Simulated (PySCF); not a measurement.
**Frontier orbitals and the lowest excitations**

Species: CHF3S.
Cartesian coordinates in Å at the PBE0-D3(BJ)/def2-SVP level; atoms count from 1:
```
atom  x, y, z in Å
F1    -1.1457    0.2020    0.8525
C2    -0.3703    0.0739   -0.2202
F3    -0.0523    1.3006   -0.6204
F4    -1.0740   -0.5118   -1.1800
S5     1.0910   -0.9460    0.1030
H6     1.5515   -0.1187    1.0651
```

Method used: TDDFT B3LYP/def2-SVPD, vertical, gas phase, core orbitals frozen in the response (PySCF).

Frontier orbitals with the atoms that hold most of them (Löwdin shares over 4%, at most four atoms; ? is withheld):

```csv
orbital,ε (eV),atoms
HOMO-3,-12.01,"F1 36%, F3 36%, F4 28%"
HOMO-2,-11.79,"S5 35%, F4 34%, H6 17%, C2 7%"
HOMO-1,-10.49,"S5 56%, F1 12%, F3 12%, C2 11%"
HOMO,-8.03,?
LUMO,?,?
LUMO+1,-0.15,"S5 60%, H6 19%, C2 12%"
LUMO+2,1.11,"S5 45%, F1 13%, F3 13%, F4 11%"
```

(1) Which atoms hold the LUMO, and with what shares?

(2) Give the leading atoms of the HOMO.

(3) What is the LUMO energy, and the HOMO–LUMO gap?

Answers

(1) S5 (bonded to C and H) 60%; H6 (bonded to S) 18%; C2 (bonded to 3 F and S) 13%.

(2) S5 (bonded to C and H) 79%; C2 (bonded to 3 F and S) 7%; H6 (bonded to S) 6%.

(3) ε(LUMO) = -0.80 eV; the gap is 7.23 eV (0.2655 hartree).

**Question.** The HOMO–LUMO gap is 7.23 eV. Where does the response calculation put the lowest singlet, and from which orbitals?

**Answer.** S1 is at 5.73 eV (f = 0.0019), 1.50 eV below the gap, made of HOMO→LUMO (99%). Without the coupling terms of the response equations the lowest excitation would equal the gap.

**Question.** One configuration dominates each of S1, S2 and S8. Which, and how do the shares of the two leading atoms of either orbital change from the occupied to the empty one?

**Answer.** 
- S1 (5.73 eV, f 0.0019), HOMO→LUMO (99%): S5 79% → 60%, C2 7% → 13%, H6 6% → 18%
- S2 (6.79 eV, f 0.034), HOMO→LUMO+1 (99%): S5 79% → 60%, C2 7% → 12%, H6 6% → 19%
- S8 (9.25 eV, f 0.031), HOMO-1→LUMO+1 (71%): S5 56% → 60%, F1 12% → at most 4%, H6 at most 9% → 19%

Hardware: an Arm Neoverse N1 with one thread, no GPU (shared host). Cost: 20 s wall.
